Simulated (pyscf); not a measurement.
This saddle point was located with ωB97X-D3(BJ)/def2-SVP in PySCF.

```xyz
8

Cl     0.2159     1.7581     0.9058
Sn    -1.3669    -0.2421    -0.2993
Cl    -1.8239    -1.9334    -1.8583
Cl    -3.1464     1.2077    -0.4979
H     -1.1048    -1.0441     1.1569
O      0.1827     0.5089    -1.4044
H      0.5809     1.2662    -0.4324
H      0.6327    -0.0454    -2.0574
```

Surface: singlet, charge 0. Lowest wavenumbers (cm⁻¹): 650i, 63, 108, 119, 142.

What reaction is this the transition state of?

Cl–SnH(Cl)–Cl + H₂O ⇌ HCl + HO–SnH(Cl)–Cl, a four-centre exchange read from left to right: Cl–Sn, H–O broken and Cl–H, O–Sn formed. At ωB97M-D3(BJ)/def2-TZVP it lies +14.8 kcal/mol from the left side and +1.3 kcal/mol from the right (each side as separated species at their lowest minima found). On the reactant side the descent ends in an adduct with a O–Sn contact (not fully relaxed), 6.3 kcal/mol under the separated species and 20.9 kcal/mol under the saddle at ωB97X-D3(BJ)/def2-TZVP. On the product side the descent ends in a complex, 6.5 kcal/mol under the separated species and 5.3 kcal/mol under the saddle at ωB97X-D3(BJ)/def2-TZVP. What is counted as formed (O–Sn) is already present as a longer contact in the reactant adduct; forming that adduct is a step of its own. This is the saddle that the search found; another between the same sides may lie lower. Elements past Kr carry the def2 core potentials, without spin-orbit coupling.
